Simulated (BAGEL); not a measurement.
# [C4H7]− (SMILES C=C[CH-]C): HF/3-21G (density fitting with qzvpp-jkfit)

What is the vertical singlet–triplet gap of [C4H7]− at HF/3-21G (density fitting with qzvpp-jkfit)? 

The results are computed with BAGEL 1.2.2.

### Step 1. The structure to begin with

[C4H7]− has 11 atoms, charge -1, and is taken as a singlet. As SMILES, `C=C[CH-]C`. The shape is that of a GFN2-xTB optimisation. This is one conformer, not always the lowest.

Bond lengths: C1–C2 1.373 Å, C2–C3 1.377 Å, C3–C4 1.501 Å, C1–H5 1.083 Å, C1–H6 1.084 Å, C2–H7 1.097 Å, C3–H8 1.085 Å, C4–H9 1.107 Å, C4–H10 1.095 Å, C4–H11 1.106 Å. Some angles: C1–C2–C3 129.6°, C2–C3–C4 122.9°, C1–C2–H7 115.4°, C3–C2–H7 115.0°, C2–C1–H5 121.9°, C2–C1–H6 121.9°, C2–C3–H8 120.4°, C4–C3–H8 116.8°, C3–C4–H9 113.3°, C3–C4–H10 110.8°.

### Step 2. The energy at HF/3-21G (density fitting with qzvpp-jkfit)

Input file input.json:

```json
{ "bagel": [

{
  "title": "molecule",
  "basis": "3-21g",
  "df_basis": "qzvpp-jkfit",
  "angstrom": true,
  "geometry": [
    { "atom": "C", "xyz": [   -0.961500,    1.793120,    0.520860 ] },
    { "atom": "C", "xyz": [   -0.065210,    0.816520,    0.163490 ] },
    { "atom": "C", "xyz": [   -0.268550,   -0.530140,   -0.042880 ] },
    { "atom": "C", "xyz": [    0.833660,   -1.469670,   -0.435950 ] },
    { "atom": "H", "xyz": [   -2.009240,    1.575290,    0.688430 ] },
    { "atom": "H", "xyz": [   -0.662010,    2.826610,    0.651060 ] },
    { "atom": "H", "xyz": [    0.968580,    1.155850,    0.021020 ] },
    { "atom": "H", "xyz": [   -1.257910,   -0.959290,    0.072920 ] },
    { "atom": "H", "xyz": [    1.309760,   -1.207540,   -1.400070 ] },
    { "atom": "H", "xyz": [    0.454710,   -2.491540,   -0.539790 ] },
    { "atom": "H", "xyz": [    1.657710,   -1.509230,    0.300910 ] }
  ]
},
{
  "title": "hf",
  "charge": -1
},
{
  "title": "print",
  "file": "orbitals.molden",
  "orbitals": true
}

]}
```

Command:

```
$ BAGEL_NUM_THREADS=1 BAGEL input.json > input.out
```

What it wrote:

```text
* using 1 threads per process

  ===============================================================
  ===============================================================

  *** Geometry ***

  { "atom" : "C", "xyz" : [     -1.816972,      3.388506,      0.984283 ] },
  { "atom" : "C", "xyz" : [     -0.123229,      1.542999,      0.308951 ] },
  { "atom" : "C", "xyz" : [     -0.507486,     -1.001819,     -0.081031 ] },
  { "atom" : "C", "xyz" : [      1.575389,     -2.777274,     -0.823826 ] },
  { "atom" : "H", "xyz" : [     -3.796913,      2.976867,      1.300944 ] },
  { "atom" : "H", "xyz" : [     -1.251018,      5.341519,      1.230325 ] },
  { "atom" : "H", "xyz" : [      1.830351,      2.184240,      0.039722 ] },
  { "atom" : "H", "xyz" : [     -2.377105,     -1.812795,      0.137799 ] },
  { "atom" : "H", "xyz" : [      2.475088,     -2.281920,     -2.645749 ] },
  { "atom" : "H", "xyz" : [      0.859277,     -4.708328,     -1.020055 ] },
  { "atom" : "H", "xyz" : [      3.132618,     -2.852031,      0.568637 ] },

  Number of auxiliary basis functions:      426

  Since a DF basis is specified, we compute 2- and 3-index integrals:
    o Being stored without compression. Storage requirement is 0.009 GB

  Number of basis functions:       50
  Number of electrons      :       31

    * METHOD: MOLECULE                             0.28

  *** RHF ***

  === Nuclear Repulsion ===
   109.0522978903

      * DIIS with orbital gradients will be used.

  === RHF iteration (3-21g) ===
      0       -154.42250387          0.02476761           0.05
      1       -154.54553404          0.00758576           0.05
      2       -154.56147554          0.00180458           0.05
      3       -154.56241569          0.00026954           0.05
      4       -154.56245139          0.00013478           0.06
      5       -154.56246036          0.00003035           0.05
      6       -154.56246098          0.00001148           0.05
      7       -154.56246103          0.00000353           0.05
      8       -154.56246104          0.00000147           0.05
      9       -154.56246104          0.00000049           0.05
     10       -154.56246104          0.00000015           0.05
     11       -154.56246104          0.00000004           0.05
     12       -154.56246104          0.00000001           0.05
     13       -154.56246104          0.00000001           0.05
    * SCF iteration converged.

    * Permanent dipole moment:
           (   -0.738597,     0.748572,     0.285213) a.u.

    * METHOD: HF                                   0.86

    * METHOD: PRINT                                0.02

  ===============================================================
```

It took 1.6 s on 1 thread of AMD EPYC, shared host; peak memory 0.079 GiB.

### Step 3. The triplet

Input file job.json:

```json
{ "bagel": [

{
  "title": "molecule",
  "basis": "3-21g",
  "df_basis": "qzvpp-jkfit",
  "angstrom": "true",
  "geometry": [
    { "atom": "C", "xyz": [   -0.961500,    1.793120,    0.520860 ] },
    { "atom": "C", "xyz": [   -0.065210,    0.816520,    0.163490 ] },
    { "atom": "C", "xyz": [   -0.268550,   -0.530140,   -0.042880 ] },
    { "atom": "C", "xyz": [    0.833660,   -1.469670,   -0.435950 ] },
    { "atom": "H", "xyz": [   -2.009240,    1.575290,    0.688430 ] },
    { "atom": "H", "xyz": [   -0.662010,    2.826610,    0.651060 ] },
    { "atom": "H", "xyz": [    0.968580,    1.155850,    0.021020 ] },
    { "atom": "H", "xyz": [   -1.257910,   -0.959290,    0.072920 ] },
    { "atom": "H", "xyz": [    1.309760,   -1.207540,   -1.400070 ] },
    { "atom": "H", "xyz": [    0.454710,   -2.491540,   -0.539790 ] },
    { "atom": "H", "xyz": [    1.657710,   -1.509230,    0.300910 ] }
  ]
},
{ "title": "uhf", "charge": -1, "nopen": 2 },
{ "title": "print", "file": "orbitals.molden", "orbitals": "true" }

]}
```

Command:

```
$ BAGEL_NUM_THREADS=1 BAGEL job.json > job.out
```

What it wrote:

```text
* using 1 threads per process

  ===============================================================
  ===============================================================

  *** Geometry ***

  { "atom" : "C", "xyz" : [     -1.816972,      3.388506,      0.984283 ] },
  { "atom" : "C", "xyz" : [     -0.123229,      1.542999,      0.308951 ] },
  { "atom" : "C", "xyz" : [     -0.507486,     -1.001819,     -0.081031 ] },
  { "atom" : "C", "xyz" : [      1.575389,     -2.777274,     -0.823826 ] },
  { "atom" : "H", "xyz" : [     -3.796913,      2.976867,      1.300944 ] },
  { "atom" : "H", "xyz" : [     -1.251018,      5.341519,      1.230325 ] },
  { "atom" : "H", "xyz" : [      1.830351,      2.184240,      0.039722 ] },
  { "atom" : "H", "xyz" : [     -2.377105,     -1.812795,      0.137799 ] },
  { "atom" : "H", "xyz" : [      2.475088,     -2.281920,     -2.645749 ] },
  { "atom" : "H", "xyz" : [      0.859277,     -4.708328,     -1.020055 ] },
  { "atom" : "H", "xyz" : [      3.132618,     -2.852031,      0.568637 ] },

  Number of auxiliary basis functions:      426

  Since a DF basis is specified, we compute 2- and 3-index integrals:
    o Being stored without compression. Storage requirement is 0.009 GB

  Number of basis functions:       50
  Number of electrons      :       31

    * METHOD: MOLECULE                             0.28

  *** Open-shell HF ***

  === Nuclear Repulsion ===
   109.0522978903

      * DIIS with orbital gradients will be used.

  === UHF iteration (3-21g) ===
      0       -154.31513766          0.04903443           0.10
      1       -154.44019573          0.01533254           0.10
      2       -154.45765203          0.00736626           0.11
      3       -154.46107493          0.00111042           0.10
      4       -154.46160288          0.00045312           0.12
      5       -154.46170046          0.00022509           0.11
      6       -154.46177768          0.00006718           0.11
      7       -154.46178315          0.00003859           0.11
      8       -154.46178445          0.00001674           0.10
      9       -154.46178463          0.00000570           0.10
     10       -154.46178469          0.00000154           0.10
     11       -154.46178471          0.00000076           0.10
     12       -154.46178472          0.00000043           0.11
     13       -154.46178472          0.00000020           0.10
     14       -154.46178472          0.00000007           0.14
     15       -154.46178472          0.00000003           0.10
     16       -154.46178472          0.00000001           0.10
     17       -154.46178472          0.00000001           0.10
    * SCF iteration converged.

    * S^2 (UHF) is 2.0230

    * Permanent dipole moment:
           (   -0.232951,     0.935459,     0.218078) a.u.

    * METHOD: UHF                                  2.06

    * METHOD: PRINT                                0.02

  ===============================================================
```

It took 2.8 s on 1 thread of AMD EPYC, shared host; peak memory 0.079 GiB.

### Step 4. Outcome

Level: HF/3-21G (density fitting with qzvpp-jkfit).

```
                                                      quantity          value
                                         singlet: total energy  -154.56246 Eh
                                          singlet: HOMO energy        0.50 eV
                                          singlet: LUMO energy       12.12 eV
singlet: HOMO–LUMO gap (to an unbound level, set by the basis)       11.62 eV
                                         triplet: total energy  -154.46178 Eh
                                                 triplet: ⟨S²⟩          2.023
              vertical energy of the triplet above the singlet       2.740 eV
```

**Reading.** At this shape the triplet lies 2.74 eV (63 kcal/mol) above the singlet. The HOMO (singlet) lies at positive energy, 0.50 eV: the electron is unbound at this level or held by a compact basis; values depend on the basis.
